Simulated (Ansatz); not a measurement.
# How far each method lies from full CI for SiH$_{2}$, triplet

Geometry: a point of a bend scan, not a stationary point.

```xyz
3

Si    0.0000   -0.0333    0.0000
H     0.0000    0.4640   -1.4004
H     0.0000    0.4640    1.4004
```

Basis cc-pVDZ; Ansatz 0.2.0. Only valence electrons are correlated (noble-gas cores frozen), which leaves 6 electrons in 23 orbitals. Prefix R: restricted or restricted open-shell reference; prefix U: unrestricted. Active spaces: pair = (4e, 4o) about the gap; valence = (6e, 6o) chosen from the atoms' valence shells.

Full CI is exact within this basis and frozen core; it isn't the basis-set limit. The frozen core follows each run's orbitals, which can shift R against U totals by a few meV.

For open shells CISD is restricted-active-space CI with the open shells as a complete middle space.

- UHF ⟨S²⟩: 2.009
- T1 diagnostic (RCCSD): 0.0227
- largest doubles amplitude (RCCSD): 0.059
- T1 diagnostic (UCCSD): 0.0151

```json
{"level": "RHF", "E − E(full CI) (mEh)": "100.59", "share of correlation (%)": "0.00", "wall time": "–"}
{"level": "UHF", "E − E(full CI) (mEh)": "98.36", "share of correlation (%)": "2.22", "wall time": "–"}
{"level": "RMP2", "E − E(full CI) (mEh)": "25.18", "share of correlation (%)": "74.97", "wall time": "–"}
{"level": "UMP2", "E − E(full CI) (mEh)": "24.96", "share of correlation (%)": "75.18", "wall time": "–"}
{"level": "CISD", "E − E(full CI) (mEh)": "4.96", "share of correlation (%)": "95.06", "wall time": "0.57 s"}
{"level": "RCCSD", "E − E(full CI) (mEh)": "2.62", "share of correlation (%)": "97.39", "wall time": "–"}
{"level": "UCCSD", "E − E(full CI) (mEh)": "2.58", "share of correlation (%)": "97.43", "wall time": "–"}
{"level": "RCCSD(T)", "E − E(full CI) (mEh)": "0.68", "share of correlation (%)": "99.33", "wall time": "0.39 s"}
{"level": "UCCSD(T)", "E − E(full CI) (mEh)": "0.66", "share of correlation (%)": "99.34", "wall time": "0.36 s"}
{"level": "BCCD(T)", "E − E(full CI) (mEh)": "0.68", "share of correlation (%)": "99.32", "wall time": "0.48 s"}
{"level": "RCCSDT", "E − E(full CI) (mEh)": "0.05", "share of correlation (%)": "99.95", "wall time": "–"}
{"level": "UCCSDT", "E − E(full CI) (mEh)": "0.04", "share of correlation (%)": "99.96", "wall time": "–"}
{"level": "RCCSDT(Q)", "E − E(full CI) (mEh)": "0.01", "share of correlation (%)": "99.99", "wall time": "2.7 s"}
{"level": "UCCSDT(Q)", "E − E(full CI) (mEh)": "0.00", "share of correlation (%)": "100.00", "wall time": "2.5 s"}
{"level": "CASSCF (valence space)", "E − E(full CI) (mEh)": "67.90", "share of correlation (%)": "32.50", "wall time": "–"}
{"level": "NEVPT2 (valence space)", "E − E(full CI) (mEh)": "20.99", "share of correlation (%)": "79.13", "wall time": "0.33 s"}
{"level": "MRCISD (valence space)", "E − E(full CI) (mEh)": "2.81", "share of correlation (%)": "97.21", "wall time": "–"}
{"level": "MRCISD+Q (valence space)", "E − E(full CI) (mEh)": "0.13", "share of correlation (%)": "99.87", "wall time": "0.69 s"}
```

The correlation energy at full CI, counted from RHF, is -2.737 eV. That run took 2.6 s on 1 thread of Arm Neoverse V1, shared host over 781,936 determinants.

Run but not shown, since their state or frozen core can't be matched to the reference's or they repeat it: CASSCF (pair space), NEVPT2 (pair space), MRCISD (pair space), MRCISD+Q (pair space).

Times hold each run's SCF and search for its determinant on a shared host, so for small cases they say little of a method's own cost; they ran on 1 thread of Arm Neoverse V1.

The full-CI state has the irrep B1 of C2v, in the program's axes.

Natural occupations of full CI about the gap: 1.953 1.944 0.990 0.987 0.041 0.019 0.011 0.008 0.008 0.008; effectively unpaired electrons, Σ n²(2−n)², 2.03.
